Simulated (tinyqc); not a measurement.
Worked calculation: Pariser-Parr-Pople SCF with singles CI, for the molecule C=CC=C[CH2+] (SMILES; centres numbered as the heavy atoms are written). One step of it, computed by the program tinyqc.

Question. Iteration 2: orbitals and new P. Diagonalise F (the basis is taken as orthonormal) and form P = 2 sum c c over the lowest orbitals.

F (eV), order 1C, 2C, 3C, 4C, 5C:
```
[[-10.010718, -5.378749, -0.871865, 0.372420, 0.395613],
 [-5.378749, -11.917646, -4.549307, 0.124360, 0.372420],
 [-0.871865, -4.549307, -10.679516, -4.549307, -0.871865],
 [0.372420, 0.124360, -4.549307, -11.917646, -5.378749],
 [0.395613, 0.372420, -0.871865, -5.378749, -10.010718]]
```

pi electrons, sum of z_r less the charge = 4

Give: orbital energies; P after iteration 2.

Answer.

orbital energies (eV): [-19.7889, -17.0332, -8.8236, -5.4151, -3.4754]

P after iteration 2, order 1C, 2C, 3C, 4C, 5C:
```
[[0.6054, 0.7943, 0.3326, -0.1957, -0.2538],
 [0.7943, 1.0800, 0.5663, -0.0608, -0.1957],
 [0.3326, 0.5663, 0.6293, 0.5663, 0.3326],
 [-0.1957, -0.0608, 0.5663, 1.0800, 0.7943],
 [-0.2538, -0.1957, 0.3326, 0.7943, 0.6054]]
```
